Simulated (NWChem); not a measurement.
# HNO3 (peroxynitrous acid) at HF/3-21G

What is the vertical ionisation energy of HNO3 (peroxynitrous acid) at HF/3-21G? 

Program for the calculation: NWChem 7.3.0.

24 further runs of the same task are left out: 3 that didn't finish, 21 set aside as unsound or not needed. Runs told in other sessions of the task aren't counted.

### 1 The structure to begin with

HNO3: 5 atoms, total charge 0, spin state singlet. As SMILES, `O=NOO`. The shape is that of a PBE0-D4/def2-TZVP optimisation. This is one conformer, not always the lowest.

Bond lengths: O1–N2 1.180 Å, N2–O3 1.353 Å, O3–O4 1.401 Å, O4–H5 0.984 Å. Angles: O1–N2–O3 114.6°, N2–O3–O4 114.1°, O3–O4–H5 101.0°.

### 2 Energy and forces at HF/3-21G

Input file hno3.xyz:

```xyz
5
peroxynitrous acid
O      0.136350    -0.835310     0.979060
N     -0.871770    -0.628300     0.400790
O     -0.775090     0.288530    -0.589000
O      0.508600     0.826880    -0.747550
H      1.001920     0.348200    -0.043280
```

Input file hno3.nw:

```
start hno3
title "peroxynitrous acid"
memory 2200 mb
charge 0

geometry units angstroms noautosym nocenter noautoz
   load hno3.xyz
end

basis spherical bse
   * library 3-21G
end

scf
   thresh 1e-08
   maxiter 80
end

task scf gradient
```

The run is started by

```
nwchem hno3.nw > hno3.out
```

The log of the run:

```text
[...]
  functions       =    38
[...]
  wavefunction    = RHF
[...]
         Total SCF energy =   -277.812997214479
      One-electron energy =   -628.140956480362
      Two-electron energy =    225.822743889345
 Nuclear repulsion energy =    124.505215376539
        Time for solution =      0.5s
[...]
                         RHF ENERGY GRADIENTS
    atom               coordinates                        gradient
                 x          y          z           x          y          z
   1 O       0.257664  -1.578507   1.850155   -0.025886   0.005761  -0.015348
   2 N      -1.647406  -1.187315   0.757383    0.032170   0.029024  -0.021303
   3 O      -1.464708   0.545243  -1.113049    0.050330  -0.013672   0.032593
   4 O       0.961115   1.562577  -1.412665   -0.048569  -0.016300   0.001458
   5 H       1.893354   0.658003  -0.081787   -0.008045  -0.004812   0.002600
[...]
```

Wall time 1.2 s (1 thread of Intel Xeon 6975P-C (Granite Rapids), shared host); peak memory 0.099 GiB.

### 3 The doublet cation: the energy at UHF/3-21G

Input file work.nw:

```
start work
title "HNO3 energy"
memory 2200 mb
charge 1

geometry units bohr noautosym nocenter noautoz
 O    0.25766416  -1.57850713   1.85015526
 N   -1.64740654  -1.18731492   0.75738333
 O   -1.46470782   0.54524268  -1.11304869
 O    0.96111471   1.56257674  -1.41266476
 H    1.89335440   0.65800264  -0.08178735
end

basis "ao basis" spherical bse
 * library 3-21G
end

scf
 nopen 1
 uhf
 thresh 1e-08
 maxiter 80
 print low
end

task scf energy
```

The run is started by

```
nwchem work.nw > work.out
```

The log of the run:

```text
[...]
  functions       =    38
[...]
  wavefunction    = UHF
[...]
         Total SCF energy =   -277.378040550520
      One electron energy =   -616.636589058307
      Two electron energy =    214.753342080526
 Nuclear repulsion energy =    124.505206427260
                       Sz =      0.5000
                 Sz(Sz+1) =      0.7500
                      S^2 =      0.8081
[...]
```

It took 3.3 s on 1 thread of Intel Xeon 6975P-C (Granite Rapids), shared host; peak memory 0.094 GiB.

### 4 Results

At HF/3-21G:

| quantity | value |
| --- | --- |
| singlet HNO3: total energy | -277.81300 Eh |
| singlet HNO3: dipole moment | 1.47 D |
| singlet HNO3: HOMO energy | -13.36 eV |
| singlet HNO3: LUMO energy | 1.88 eV |
| singlet HNO3: HOMO–LUMO gap | 15.25 eV |
| singlet HNO3: largest force on an atom | 3.162 eV/Å |
| doublet cation: total energy | -277.37804 Eh |
| doublet cation: ⟨S²⟩ | 0.808 |
| vertical ionisation energy (to the doublet cation) | 11.836 eV |

In words: The vertical ionisation energy comes to 11.84 eV (1142 kJ/mol). The largest force (singlet HNO3) is 3.16 eV/Å: too large for a shape near rest; a basis without polarisation functions on a geometry from another level can give that. −ε(HOMO) before ionisation, 13.36 eV, is 1.53 eV above this ionisation energy. Mulliken charges (singlet HNO3) run from -0.39 on O1 to +0.53 on N2.
